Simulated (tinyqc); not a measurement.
Inside a calculation (part 1 of 2). Method: RKS/LDA (PW92) in the sto-3g basis, for H2O, spin multiplicity 1. Computed by tinyqc, a small Python program that keeps every step (integrals from PySCF). Settings: charge = 0, multiplicity = 1, basis = sto-3g, energy threshold = 1e-08, iteration cap = 65, orthogonalisation = symmetric, start = random, DIIS depth = 0, method = RKS, functional = lda,pw, grid = [20, 86]. Command: `OMP_NUM_THREADS=1 python tinyqc.py 26470 26471 out.jsonl` (the two numbers bound the seeds that draw the settings). One thread of a shared host (Intel(R) Xeon(R) Processor @ 2.60GHz), about 0.7 s of CPU time with the checks. Later iterations appear only in the table of the cycle.

## One-electron integrals

Geometry (angstrom):
```
atom         x          y         z
O     0.000000   0.000000  0.000000
H     0.000000   0.882000  0.748000
H     0.000000  -0.882000  0.748000
```

Basis sto-3g: exponents (1/bohr^2) and contraction coefficients of normalised primitives:
```
element  l (shell)    exponent  coefficient
O            s (1)  130.709320     0.154329
O            s (1)   23.808861     0.535328
O            s (1)    6.443608     0.444635
O            s (2)    5.033151    -0.099967
O            s (2)    1.169596     0.399513
O            s (2)    0.380389     0.700115
O            p (3)    5.033151     0.155916
O            p (3)    1.169596     0.607684
O            p (3)    0.380389     0.391957
H            s (1)    3.425251     0.154329
H            s (1)    0.623914     0.535328
H            s (1)    0.168855     0.444635
```

Overlap, kinetic and nuclear-attraction integrals over the contracted functions; the nuclear repulsion is the sum of Za Zb / Rab.

nuclear repulsion = 7.62124843 hartree

overlap S, order 1O 1s, 1O 2s, 1O 2px, 1O 2py, 1O 2pz, 2H 1s, 3H 1s:
```
[[1.000000, 0.236704, 0.000000, 0.000000, 0.000000, 0.033591, 0.033591],
 [0.236704, 1.000000, 0.000000, 0.000000, 0.000000, 0.354107, 0.354107],
 [0.000000, 0.000000, 1.000000, 0.000000, 0.000000, 0.000000, 0.000000],
 [0.000000, 0.000000, 0.000000, 1.000000, 0.000000, 0.243266, -0.243266],
 [0.000000, 0.000000, 0.000000, 0.000000, 1.000000, 0.206307, 0.206307],
 [0.033591, 0.354107, 0.000000, 0.243266, 0.206307, 1.000000, 0.173489],
 [0.033591, 0.354107, 0.000000, -0.243266, 0.206307, 0.173489, 1.000000]]
```

kinetic energy T (hartree), order 1O 1s, 1O 2s, 1O 2px, 1O 2py, 1O 2pz, 2H 1s, 3H 1s:
```
[[29.003200, -0.168011, 0.000000, 0.000000, 0.000000, -0.008912, -0.008912],
 [-0.168011, 0.808128, 0.000000, 0.000000, 0.000000, 0.052860, 0.052860],
 [0.000000, 0.000000, 2.528731, 0.000000, 0.000000, 0.000000, 0.000000],
 [0.000000, 0.000000, 0.000000, 2.528731, 0.000000, 0.118232, -0.118232],
 [0.000000, 0.000000, 0.000000, 0.000000, 2.528731, 0.100270, 0.100270],
 [-0.008912, 0.052860, 0.000000, 0.118232, 0.100270, 0.760032, -0.005052],
 [-0.008912, 0.052860, 0.000000, -0.118232, 0.100270, -0.005052, 0.760032]]
```

nuclear attraction V (hartree), order 1O 1s, 1O 2s, 1O 2px, 1O 2py, 1O 2pz, 2H 1s, 3H 1s:
```
[[-61.533613, -7.399701, 0.000000, 0.000000, -0.013757, -1.074399, -1.074399],
 [-7.399701, -9.963877, 0.000000, 0.000000, -0.169657, -2.677702, -2.677702],
 [0.000000, 0.000000, -9.837938, 0.000000, 0.000000, 0.000000, 0.000000],
 [0.000000, 0.000000, 0.000000, -9.930062, 0.000000, -1.611438, 1.611438],
 [-0.013757, -0.169657, 0.000000, 0.000000, -9.904196, -1.411359, -1.411359],
 [-1.074399, -2.677702, 0.000000, -1.611438, -1.411359, -5.126171, -0.976516],
 [-1.074399, -2.677702, 0.000000, 1.611438, -1.411359, -0.976516, -5.126171]]
```

core Hamiltonian H = T + V (hartree), order 1O 1s, 1O 2s, 1O 2px, 1O 2py, 1O 2pz, 2H 1s, 3H 1s:
```
[[-32.530413, -7.567712, 0.000000, 0.000000, -0.013757, -1.083311, -1.083311],
 [-7.567712, -9.155749, 0.000000, 0.000000, -0.169657, -2.624842, -2.624842],
 [0.000000, 0.000000, -7.309207, 0.000000, 0.000000, 0.000000, 0.000000],
 [0.000000, 0.000000, 0.000000, -7.401331, 0.000000, -1.493205, 1.493205],
 [-0.013757, -0.169657, 0.000000, 0.000000, -7.375465, -1.311089, -1.311089],
 [-1.083311, -2.624842, 0.000000, -1.493205, -1.311089, -4.366139, -0.981568],
 [-1.083311, -2.624842, 0.000000, 1.493205, -1.311089, -0.981568, -4.366139]]
```

## Two-electron integrals

Functions are numbered as in S; the eight-fold symmetry (ij|kl) = (ji|kl) = (kl|ij) leaves the list below.

Two-electron integrals (ij|kl) in chemists' order, unique and non-zero (hartree):
```
(11|11) 4.785065    (21|11) 0.741380    (21|21) 0.136873    (22|11) 1.118947
(22|21) 0.256633    (22|22) 0.817206    (31|31) 0.024477    (32|31) 0.037809
(32|32) 0.180518    (33|11) 1.115814    (33|21) 0.256684    (33|22) 0.817023
(33|33) 0.880159    (41|41) 0.024477    (42|41) 0.037809    (42|42) 0.180518
(43|43) 0.047444    (44|11) 1.115814    (44|21) 0.256684    (44|22) 0.817023
(44|33) 0.785270    (44|44) 0.880159    (51|51) 0.024477    (52|51) 0.037809
(52|52) 0.180518    (53|53) 0.047444    (54|54) 0.047444    (55|11) 1.115814
(55|21) 0.256684    (55|22) 0.817023    (55|33) 0.785270    (55|44) 0.785270
(55|55) 0.880159    (61|11) 0.106414    (61|21) 0.019499    (61|22) 0.036390
(61|33) 0.036319    (61|41) 0.000676    (61|42) 0.001277    (61|44) 0.036446
(61|51) 0.000574    (61|52) 0.001083    (61|54) 0.000108    (61|55) 0.036410
(61|61) 0.002813    (62|11) 0.282491    (62|21) 0.065707    (62|22) 0.234581
(62|33) 0.230426    (62|41) 0.003763    (62|42) 0.029852    (62|44) 0.237541
(62|51) 0.003191    (62|52) 0.025317    (62|54) 0.006035    (62|55) 0.235543
(62|61) 0.009561    (62|62) 0.086360    (63|31) 0.006581    (63|32) 0.039370
(63|43) 0.006053    (63|53) 0.005134    (63|63) 0.011744    (64|11) 0.162834
(64|21) 0.038337    (64|22) 0.146131    (64|33) 0.139646    (64|41) 0.008491
(64|42) 0.056787    (64|44) 0.155930    (64|51) 0.001620    (64|52) 0.014771
(64|54) 0.008676    (64|55) 0.142650    (64|61) 0.005802    (64|62) 0.065408
(64|64) 0.060723    (65|11) 0.138095    (65|21) 0.032513    (65|22) 0.123930
(65|33) 0.118430    (65|41) 0.001620    (65|42) 0.014771    (65|44) 0.121973
(65|51) 0.007955    (65|52) 0.051897    (65|54) 0.009058    (65|55) 0.131245
(65|61) 0.004920    (65|62) 0.055471    (65|64) 0.041538    (65|65) 0.046971
(66|11) 0.449708    (66|21) 0.106272    (66|22) 0.437013    (66|33) 0.420202
(66|41) 0.007270    (66|42) 0.081265    (66|44) 0.449227    (66|51) 0.006166
(66|52) 0.068918    (66|54) 0.024615    (66|55) 0.441077    (66|61) 0.015564
(66|62) 0.210865    (66|64) 0.182290    (66|65) 0.154595    (66|66) 0.774606
(71|11) 0.106414    (71|21) 0.019499    (71|22) 0.036390    (71|33) 0.036319
(71|41) -0.000676   (71|42) -0.001277   (71|44) 0.036446    (71|51) 0.000574
(71|52) 0.001083    (71|54) -0.000108   (71|55) 0.036410    (71|61) 0.002773
(71|62) 0.009279    (71|64) 0.005188    (71|65) 0.004780    (71|66) 0.014995
(71|71) 0.002813    (72|11) 0.282491    (72|21) 0.065707    (72|22) 0.234581
(72|33) 0.230426    (72|41) -0.003763   (72|42) -0.029852   (72|44) 0.237541
(72|51) 0.003191    (72|52) 0.025317    (72|54) -0.006035   (72|55) 0.235543
(72|61) 0.009279    (72|62) 0.069055    (72|64) 0.036359    (72|65) 0.043122
(72|66) 0.136367    (72|71) 0.009561    (72|72) 0.086360    (73|31) 0.006581
(73|32) 0.039370    (73|43) -0.006053   (73|53) 0.005134    (73|63) 0.009059
(73|73) 0.011744    (74|11) -0.162834   (74|21) -0.038337   (74|22) -0.146131
(74|33) -0.139646   (74|41) 0.008491    (74|42) 0.056787    (74|44) -0.155930
(74|51) -0.001620   (74|52) -0.014771   (74|54) 0.008676    (74|55) -0.142650
(74|61) -0.005188   (74|62) -0.036359   (74|64) -0.010534   (74|65) -0.022270
(74|66) -0.065618   (74|71) -0.005802   (74|72) -0.065408   (74|74) 0.060723
(75|11) 0.138095    (75|21) 0.032513    (75|22) 0.123930    (75|33) 0.118430
(75|41) -0.001620   (75|42) -0.014771   (75|44) 0.121973    (75|51) 0.007955
(75|52) 0.051897    (75|54) -0.009058   (75|55) 0.131245    (75|61) 0.004780
(75|62) 0.043122    (75|64) 0.022270    (75|65) 0.035595    (75|66) 0.092810
(75|71) 0.004920    (75|72) 0.055471    (75|74) -0.041538   (75|75) 0.046971
(76|11) 0.096117    (76|21) 0.022589    (76|22) 0.088402    (76|33) 0.086195
(76|44) 0.087804    (76|51) 0.001657    (76|52) 0.016056    (76|55) 0.091109
(76|61) 0.003257    (76|62) 0.032976    (76|64) 0.021742    (76|65) 0.023832
(76|66) 0.086488    (76|71) 0.003257    (76|72) 0.032976    (76|74) -0.021742
(76|75) 0.023832    (76|76) 0.016178    (77|11) 0.449708    (77|21) 0.106272
(77|22) 0.437013    (77|33) 0.420202    (77|41) -0.007270   (77|42) -0.081265
(77|44) 0.449227    (77|51) 0.006166    (77|52) 0.068918    (77|54) -0.024615
(77|55) 0.441077    (77|61) 0.014995    (77|62) 0.136367    (77|64) 0.065618
(77|65) 0.092810    (77|66) 0.297599    (77|71) 0.015564    (77|72) 0.210865
(77|74) -0.182290   (77|75) 0.154595    (77|76) 0.086488    (77|77) 0.774606
```

## Orthogonalisation

S = U s U^T; symmetric (Loewdin) form X = U s^(-1/2) U^T, so that X^T S X = 1.

eigenvalues of S: [0.468750, 0.558458, 0.882755, 1.000000, 1.107114, 1.268052, 1.714871]

X, order 1O 1s, 1O 2s, 1O 2px, 1O 2py, 1O 2pz, 2H 1s, 3H 1s:
```
[[1.023408, -0.134635, 0.000000, 0.000000, -0.006768, 0.017645, 0.017645],
 [-0.134635, 1.132339, 0.000000, 0.000000, 0.062823, -0.197792, -0.197792],
 [0.000000, 0.000000, 1.000000, 0.000000, 0.000000, 0.000000, 0.000000],
 [0.000000, 0.000000, 0.000000, 1.058069, 0.000000, -0.154309, 0.154309],
 [-0.006768, 0.062823, 0.000000, 0.000000, 1.035744, -0.112974, -0.112974],
 [0.017645, -0.197792, 0.000000, -0.154309, -0.112974, 1.107793, -0.060325],
 [0.017645, -0.197792, 0.000000, 0.154309, -0.112974, -0.060325, 1.107793]]
```

## Starting guess

The start is random orthonormal orbitals; D = 2 C_occ C_occ^T.

D at the start, order 1O 1s, 1O 2s, 1O 2px, 1O 2py, 1O 2pz, 2H 1s, 3H 1s:
```
[[1.058409, -0.809511, 0.027502, 0.284423, 0.116014, -0.053442, 1.157361],
 [-0.809511, 2.644969, -0.163591, 0.151362, 0.560959, -1.208585, -0.754249],
 [0.027502, -0.163591, 1.629544, 0.199650, 0.353622, -0.632115, -0.197743],
 [0.284423, 0.151362, 0.199650, 2.143126, -0.245025, -0.282655, 0.510294],
 [0.116014, 0.560959, 0.353622, -0.245025, 1.831532, 0.149129, -0.491679],
 [-0.053442, -1.208585, -0.632115, -0.282655, 0.149129, 1.486516, -0.331859],
 [1.157361, -0.754249, -0.197743, 0.510294, -0.491679, -0.331859, 1.547360]]
```

## Iteration 1: exchange-correlation on the grid

Becke grid with 20 radial and 86 angular points per atom, points of zero weight dropped. rho = sum D_ij phi_i phi_j; V_xc,ij = sum w v_xc phi_i phi_j; v_xc is d(rho eps)/d rho.

The 16 grid points with the largest w rho, of 5152 (bohr, atomic units):
```
x                  y          z         w       rho     eps_xc       v_xc
-0.603375   0.603375  -0.603375  0.050084  0.510879  -0.656156  -0.860959
0.391112    0.000000   0.969131  0.048421  0.523497  -0.661173  -0.867593
0.000000    0.969131  -0.391112  0.049112  0.514199  -0.657484  -0.862715
-0.725653   0.725653  -0.197586  0.049540  0.508543  -0.655218  -0.859719
-0.969131  -0.391112   0.000000  0.049453  0.505178  -0.653862  -0.857926
-0.725653  -0.725653   0.197586  0.048405  0.515453  -0.657985  -0.863377
-0.725653  -0.725653  -0.197586  0.049540  0.502732  -0.652872  -0.856617
-0.197586   0.725653  -0.725653  0.049798  0.497922  -0.650917  -0.854032
0.725653    0.197586   0.725653  0.049052  0.502344  -0.652715  -0.856409
-0.969131   0.000000  -0.391112  0.049549  0.496375  -0.650285  -0.853197
-0.391112   0.000000   0.969131  0.048421  0.505611  -0.654037  -0.858157
0.000000    0.000000   1.045076  0.046935  0.520517  -0.659996  -0.866036
-0.725653   0.197586  -0.725653  0.049819  0.490083  -0.647702  -0.849781
-0.391112   0.969131   0.000000  0.047483  0.513392  -0.657162  -0.862289
-0.725653  -0.197586   0.725653  0.049052  0.496918  -0.650507  -0.853489
-0.386263   0.890947  -0.386263  0.046327  0.522754  -0.660880  -0.867205
```

electrons on the grid, sum of w rho = 9.999784

E_xc = sum of w rho eps_xc = -6.77792741 hartree

V_xc (hartree), order 1O 1s, 1O 2s, 1O 2px, 1O 2py, 1O 2pz, 2H 1s, 3H 1s:
```
[[-2.334338, -0.360862, 0.004024, -0.009090, -0.010821, -0.052457, -0.052009],
 [-0.360862, -0.803159, 0.023706, -0.016583, -0.033071, -0.225919, -0.222597],
 [0.004024, 0.023706, -0.789912, -0.006920, -0.012614, 0.004491, 0.005245],
 [-0.009090, -0.016583, -0.006920, -0.810119, 0.007910, -0.144642, 0.137648],
 [-0.010821, -0.033071, -0.012614, 0.007910, -0.798383, -0.126585, -0.125744],
 [-0.052457, -0.225919, 0.004491, -0.144642, -0.126585, -0.483298, -0.080740],
 [-0.052009, -0.222597, 0.005245, 0.137648, -0.125744, -0.080740, -0.477566]]
```

## Iteration 1: building the Kohn-Sham matrix

J_ij = sum D_kl (ij|kl); F = H + J + V_xc; E = tr D H + tr D J / 2 + E_xc + E_nn.

Coulomb J (hartree), order 1O 1s, 1O 2s, 1O 2px, 1O 2py, 1O 2pz, 2H 1s, 3H 1s:
```
[[13.150766, 2.689837, -0.021947, 0.025812, 0.046425, 0.384734, 0.383227],
 [2.689837, 7.619025, -0.122326, 0.085777, 0.253759, 2.276581, 2.252031],
 [-0.021947, -0.122326, 7.572491, 0.013686, 0.025035, -0.024902, -0.027403],
 [0.025812, 0.085777, 0.013686, 7.652309, -0.014934, 1.456441, -1.408340],
 [0.046425, 0.253759, 0.025035, -0.014934, 7.618295, 1.278908, 1.268968],
 [0.384734, 2.276581, -0.024902, 1.456441, 1.278908, 4.667583, 0.891463],
 [0.383227, 2.252031, -0.027403, -1.408340, 1.268968, 0.891463, 4.600027]]
```

Kohn-Sham matrix F (hartree), order 1O 1s, 1O 2s, 1O 2px, 1O 2py, 1O 2pz, 2H 1s, 3H 1s:
```
[[-21.713984, -5.238737, -0.017923, 0.016722, 0.021846, -0.751033, -0.752093],
 [-5.238737, -2.339883, -0.098620, 0.069194, 0.051031, -0.574181, -0.595409],
 [-0.017923, -0.098620, -0.526629, 0.006766, 0.012421, -0.020410, -0.022158],
 [0.016722, 0.069194, 0.006766, -0.559141, -0.007024, -0.181406, 0.222514],
 [0.021846, 0.051031, 0.012421, -0.007024, -0.555553, -0.158766, -0.167865],
 [-0.751033, -0.574181, -0.020410, -0.181406, -0.158766, -0.181854, -0.170844],
 [-0.752093, -0.595409, -0.022158, 0.222514, -0.167865, -0.170844, -0.243678]]
```

total energy of this density = -50.87220711 hartree

## Iteration 1: diagonalisation and new density

Diagonalise F' = X^T F X, C = X C', fill 5 alpha and 5 beta electrons from the bottom; D = 2 C_occ C_occ^T. Each column has its largest component positive (the first on a tie).

F' = X^T F X (hartree):
```
[[-21.390317, -2.561193, -0.005900, 0.009183, -0.001298, -0.110271, -0.106757],
 [-2.561193, -1.369817, -0.100058, 0.069560, 0.110433, -0.241377, -0.234832],
 [-0.005900, -0.100058, -0.526629, 0.006889, 0.011600, -0.004531, -0.004485],
 [0.009183, 0.069560, 0.006889, -0.496065, -0.008713, -0.155125, 0.165641],
 [-0.001298, 0.110433, 0.011600, -0.008713, -0.514467, -0.115409, -0.122181],
 [-0.110271, -0.241377, -0.004531, -0.155125, -0.115409, 0.035984, -0.054782],
 [-0.106757, -0.234832, -0.004485, 0.165641, -0.122181, -0.054782, -0.021981]]
```

orbital energies (hartree): [-21.714553, -1.166488, -0.570031, -0.569394, -0.510881, 0.090273, 0.157783]

coefficients C, order 1O 1s, 1O 2s, 1O 2px, 1O 2py, 1O 2pz, 2H 1s, 3H 1s:
```
[[0.998722, -0.242529, 0.007293, -0.024662, 0.034483, 0.077630, 0.044892],
 [0.005491, 0.999763, -0.056622, 0.085159, -0.143538, -0.516495, -0.291760],
 [0.000870, 0.150784, -0.149982, -0.020421, 0.976467, 0.026949, 0.011747],
 [-0.000917, -0.110132, -0.545978, 0.734466, -0.052773, 0.262481, -0.495772],
 [-0.000830, -0.081913, 0.733162, 0.558933, 0.151152, -0.426177, -0.202899],
 [-0.000300, 0.009238, 0.004810, 0.171545, -0.018152, 0.286262, 1.093179],
 [-0.000757, 0.012645, 0.192163, -0.018916, 0.002307, 1.063259, -0.372669]]
```

D after iteration 1, order 1O 1s, 1O 2s, 1O 2px, 1O 2py, 1O 2pz, 2H 1s, 3H 1s:
```
[[2.116233, -0.488901, -0.005239, 0.003760, 0.031624, -0.014724, -0.003751],
 [-0.488901, 2.061235, 0.034693, -0.018152, -0.195018, 0.052352, -0.000369],
 [-0.005239, 0.034693, 1.998272, -0.002499, 0.027737, -0.041112, -0.048552],
 [0.003760, -0.018152, -0.002499, 1.704895, 0.022544, 0.246617, -0.240647],
 [0.031624, -0.195018, 0.027737, 0.022544, 1.758980, 0.191816, 0.259256],
 [-0.014724, 0.052352, -0.041112, 0.246617, 0.191816, 0.059731, -0.004491],
 [-0.003751, -0.000369, -0.048552, -0.240647, 0.259256, -0.004491, 0.074901]]
```

## Iteration 2: exchange-correlation on the grid

As before.

The 16 grid points with the largest w rho, of 5152 (bohr, atomic units):
```
x                  y          z         w       rho     eps_xc       v_xc
0.969131    0.000000  -0.391112  0.049549  0.501652  -0.652435  -0.856039
-0.725653  -0.197586  -0.725653  0.049819  0.497107  -0.650584  -0.853592
-0.969131   0.000000  -0.391112  0.049549  0.499231  -0.651450  -0.854737
0.725653   -0.197586  -0.725653  0.049819  0.495127  -0.649774  -0.852521
-0.725653   0.197586  -0.725653  0.049819  0.494153  -0.649375  -0.851994
0.969131   -0.391112   0.000000  0.049453  0.495437  -0.649901  -0.852689
0.725653    0.197586  -0.725653  0.049819  0.491748  -0.648387  -0.850687
-0.603375  -0.603375  -0.603375  0.050084  0.487324  -0.646562  -0.848274
0.603375   -0.603375  -0.603375  0.050084  0.486967  -0.646414  -0.848078
0.969131    0.391112   0.000000  0.049453  0.492875  -0.648851  -0.851300
-0.391112   0.000000  -0.969131  0.049550  0.489522  -0.647470  -0.849475
1.045076    0.000000   0.000000  0.048413  0.500086  -0.651798  -0.855197
0.969131    0.000000   0.391112  0.049457  0.488565  -0.647075  -0.848953
0.391112    0.000000  -0.969131  0.049550  0.486752  -0.646325  -0.847961
-0.969131  -0.391112   0.000000  0.049453  0.487132  -0.646483  -0.848169
0.000000   -0.391112  -0.969131  0.049550  0.484980  -0.645590  -0.846989
```

electrons on the grid, sum of w rho = 10.000126

E_xc = sum of w rho eps_xc = -9.33097667 hartree

V_xc (hartree), order 1O 1s, 1O 2s, 1O 2px, 1O 2py, 1O 2pz, 2H 1s, 3H 1s:
```
[[-2.931382, -0.425647, -0.000196, 0.000141, 0.001044, -0.061376, -0.061383],
 [-0.425647, -0.829555, -0.000968, 0.000910, 0.001247, -0.216284, -0.216787],
 [-0.000196, -0.000968, -0.826946, 0.000062, -0.000727, -0.000125, -0.000125],
 [0.000141, 0.000910, 0.000062, -0.823632, -0.000602, -0.128111, 0.128896],
 [0.001044, 0.001247, -0.000727, -0.000602, -0.823699, -0.109349, -0.109771],
 [-0.061376, -0.216284, -0.000125, -0.128111, -0.109349, -0.330666, -0.070062],
 [-0.061383, -0.216787, -0.000125, 0.128896, -0.109771, -0.070062, -0.335961]]
```

## Iteration 2: building the Kohn-Sham matrix

As before.

Coulomb J (hartree), order 1O 1s, 1O 2s, 1O 2px, 1O 2py, 1O 2pz, 2H 1s, 3H 1s:
```
[[18.170928, 3.453033, 0.001187, -0.001034, -0.003318, 0.492111, 0.492175],
 [3.453033, 8.599465, 0.005069, -0.005697, 0.004922, 2.410945, 2.413142],
 [0.001187, 0.005069, 8.594629, -0.000147, 0.001711, 0.001072, 0.001093],
 [-0.001034, -0.005697, -0.000147, 8.590484, 0.001282, 1.481592, -1.485525],
 [-0.003318, 0.004922, 0.001711, 0.001282, 8.589706, 1.260758, 1.261932],
 [0.492111, 2.410945, 0.001072, 1.481592, 1.260758, 4.419804, 0.897069],
 [0.492175, 2.413142, 0.001093, -1.485525, 1.261932, 0.897069, 4.429709]]
```

Kohn-Sham matrix F (hartree), order 1O 1s, 1O 2s, 1O 2px, 1O 2py, 1O 2pz, 2H 1s, 3H 1s:
```
[[-17.290866, -4.540326, 0.000991, -0.000893, -0.016031, -0.652577, -0.652520],
 [-4.540326, -1.385839, 0.004101, -0.004787, -0.163489, -0.430181, -0.428487],
 [0.000991, 0.004101, 0.458476, -0.000085, 0.000984, 0.000947, 0.000967],
 [-0.000893, -0.004787, -0.000085, 0.365520, 0.000679, -0.139724, 0.136577],
 [-0.016031, -0.163489, 0.000984, 0.000679, 0.390543, -0.159679, -0.158928],
 [-0.652577, -0.430181, 0.000947, -0.139724, -0.159679, -0.277001, -0.154561],
 [-0.652520, -0.428487, 0.000967, 0.136577, -0.158928, -0.154561, -0.272391]]
```

total energy of this density = -74.03880256 hartree
